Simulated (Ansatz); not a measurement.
Two isomers of C6H10: A = `C1CC1C1CC1`, B = `CC1C=CCC1`.

Isolated molecules relaxed with PBE0-D4/def2-TZVP in Ansatz; ΔE leaves out vibrations. CCSD(T)/CBS adds triple-zeta CCSD(T) − MP2 to the extrapolated MP2 energy (def2 sets, frozen cores). Functionals use def2-TZVPP. B3LYP here is the variant with VWN-RPA as its local correlation; programs differ in this. Each species was taken in one conformer, which may not be the lowest.

Question: Which isomer does CCSD(T)/CBS put lower? Give the gap. (Estimate.)

Answer: Computed: B, by 31.4 kcal/mol.

Question: Give E(B) − E(A) in kcal/mol with CCSD(T)/def2-SVP, CCSD(T)/def2-TZVPP, B3LYP, PBE0-D4, CCSD/def2-TZVPP, B2PLYP, BLYP-D4. (Best estimate.)

Answer: Computed: CCSD(T)/def2-SVP -30.2, CCSD(T)/def2-TZVPP -31.0, B3LYP -29.2, PBE0-D4 -26.6, CCSD/def2-TZVPP -30.5, B2PLYP -29.8, BLYP-D4 -32.0. None reverses the order clearly.

Question: Does the order hold for the free energy at 298.15 K (harmonic terms from PBE0-D4)? (Estimate.)

Answer: Computed: Yes: G(B) − G(A) = -31.1 kcal/mol, for one conformer each.

Largest T1 diagnostic: 0.010.

At CCSD(T), def2-SVP lies +1.2 kcal/mol from the extrapolated value and def2-TZVPP +0.4 kcal/mol. The D4 term adds −1.7 kcal/mol with B3LYP and −0.9 kcal/mol with PBE0; it sums over pairs of atoms, weighted by their polarisabilities, and B3LYP, whose exchange is more repulsive, gets the larger term.
